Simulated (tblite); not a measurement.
# H4NS4: the cost of one run

Computed with tblite 0.8.0 and PySCF 2.14.0; each step states its level. No surroundings beyond the atoms listed, unless a continuum is named. Atoms count from 0, parts from 1.

## (1) Starting point

9 atoms, charge -1, multiplicity 1; geometry: distance geometry start.

## (2) Relaxing the cluster with GFN1-xTB

The job: settings as JSON, then the geometry in Å.

```
{"job": {"kind": "relax", "xc": "GFN1-xTB", "basis": "xTB"}, "charge": -1, "multiplicity": 1}
N      0.732030     0.041680    -0.347630
S      0.642786     0.474500    -2.081855
S      1.733767     1.245776     0.496940
S     -0.884801     0.042576     0.351648
S      1.480395    -1.531695    -0.176048
H     -0.384577     0.143618    -2.863469
H      1.631759     1.531522     1.820688
H     -1.597062     1.145859     0.699772
H      1.325355    -2.370411     0.911565
```

Method: GFN1-xTB geometry optimisation, gas phase.

Command:

```bash
$ OMP_NUM_THREADS=1 python cluster_run.py task.json out
```

This one command runs all jobs of the session in turn.

Q: Estimate the wall time of this first job on 1 thread of INTEL XEON PLATINUM 8581C at 2.10GHz, shared host.

About 4 s.
